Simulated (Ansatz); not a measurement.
# Ru2Au: from a trial structure to a relaxed crystal

The calculation used DFT PBE, scalar-relativistic, plane waves, PAW in Ansatz. Cutoff 420 eV, Γ-centred k mesh, Gaussian smearing, no spin polarisation in the final step.

A relaxed cell is given with its space group left out.

```xyz
6
Lattice="0.0000 3.6250 3.6250 3.6250 0.0000 3.6250 3.6250 3.6250 0.0000" Properties=species:S:1:pos:R:3 pbc="T T T"
Ru    4.5313    4.5313    4.5313
Ru    4.5313    2.7188    2.7188
Ru    2.7188    2.7188    4.5313
Ru    2.7188    4.5313    2.7188
Au    0.0000    0.0000    0.0000
Au    1.8125    1.8125    1.8125
```

Formation energies are uncorrected and refer to the elements' standard structures at the same level.

(1) What space group does it have?

(2) How far does it lie from the elements in energy?

(3) Is it a metal?

## Answers

(1) Fd-3m (No. 227). Conventional cell: a = 7.250 Å. Ru has 6 Ru at 2.56 Å and 6 Au at 3.01 Å; Au has 12 Ru at 3.01 Å and 4 Au at 3.14 Å.

(2) 0.68 eV/atom.

(3) Yes, bands cross the Fermi level on the 10×10×10 mesh.

The final run used a 10×10×10 mesh on its 6-atom cell and 0.10 eV smearing. For metals, differences of a few meV/atom aren't resolved. Spin–orbit coupling is left out. The cell came from a trial start, so Ru2Au may not exist in this structure.

Cost: 3 runs of about 1.4 core-minutes in all, on Arm Neoverse V1 (shared hosts).